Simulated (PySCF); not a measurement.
One ligand Y is varied and pulled off as a radical: Zn(OCH3)1–Y. Isolated molecules, 0 K electronic values unless said otherwise. One relaxed conformer stands for each flexible species; it need not be the lowest. Multiplicities are imposed; where one is given, others were not computed. Strings in code marks are SMILES.

The dipole moment from two functionals at the same geometries (BP86-D3(BJ)/def2-SVP), both in PySCF: PBE-D3(BJ)/def2-TZVP and TPSSh-D3(BJ)/def2-TZVP. 

```csv
species,PBE-D3(BJ)/def2-TZVP (D),TPSSh-D3(BJ)/def2-TZVP (D)
free radical NH2 (`[NH2]`),1.91,1.93
free radical CH3,0.00,0.00
free radical OCH3 (`C[O]`),2.13,2.04
free radical N(CH3)2,1.70,1.70
free radical SH (`[SH]`),0.87,0.88
```

Over these rows, drawn at random from the members with no instability flagged (it was tested for open shells, ions and some series alone), PBE minus TPSSh-D3(BJ): mean +0.01 D, from -0.02 D to +0.09 D.
